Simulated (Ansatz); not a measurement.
Results of PBEsol (Ansatz, a program for electronic structure, plane waves, PAW) for rhombohedral A7 Bi.

Settings: plane-wave cutoff 520 eV, 16×16×16 k mesh, Fermi–Dirac smearing 0.05 eV, scalar-relativistic PAW data made under PBE.

The cell is scaled about its equilibrium volume:

Shape and atoms are relaxed at each volume.

```
V (Å³/atom)  P (GPa)   c (Å)  a (Å)
-----------  -------  ------  -----
33.046          1.75  11.374  4.487
33.734          0.81  11.509  4.506
34.423          0.00  11.649  4.525
35.111         -0.68  11.800  4.540
35.800         -1.24  11.961  4.554
```

Note: the cell comes from a level without a dispersion term, which matters for the spacing of layers, chains or molecules.
